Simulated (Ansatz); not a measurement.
Worked example: ideal-gas entropy of C2H3Cl2F (1,1-dichloro-1-fluoroethane)

A singlet with charge 0, relaxed at PBE/def2-SVP (Ansatz 0.2.0):

```xyz
8

C    -0.1337   -0.5084    0.6497
C     0.2087    0.3955   -0.5149
F     1.5402    0.6485   -0.5407
Cl   -0.2384   -0.3832   -2.0829
Cl   -0.6537    1.9771   -0.3730
H     0.1663   -0.0106    1.5921
H     0.4213   -1.4604    0.5418
H    -1.2184   -0.7155    0.6722
```

Harmonic wavenumbers in cm⁻¹: 246, 270, 286, 366, 382, 422, 572, 695, 916, 1053, 1090, 1173, 1340, 1398, 1399, 2997, 3097, 3119.

Masses in u: C 12.011, F 18.998, Cl 35.45, H 1.008. Take T = 298.15 K, p = 1 bar, R = 8.3145 J/(mol K), kT/hc = 207.22 cm⁻¹, rigid rotor and harmonic oscillator.

Work out S° at 298 K.


1. Translation (Sackur–Tetrode): S = R[3/2 ln M + 5/2 ln T − 1.1517] with M = 116.944 gives 168.2 J/(mol K).
2. Rotation: principal moments 134.421, 204.868, 240.103 u Å² give A, B, C = 0.1254, 0.0823, 0.0702 cm⁻¹; the symmetry number is σ = 1; q = (√π/σ)√((kT/hc)³/ABC) = 196429; S = R(ln q + 3/2) = 113.8.
3. Vibration: with u = ν̃/207.22, each mode gives R[u/(eᵘ − 1) − ln(1 − e⁻ᵘ)]; the sum is 37.9, most from 246 cm⁻¹ (7.4), 270 cm⁻¹ (6.7), 286 cm⁻¹ (6.3).
4. Electronic: R ln 1 = 0.0, from the spin multiplicity alone.
5. Sum: 168.2 + 113.8 + 37.9 + 0.0 = 319.9 J/(mol K).

No measured value is set beside it here. Where a soft mode is a torsion, a harmonic oscillator describes it poorly.
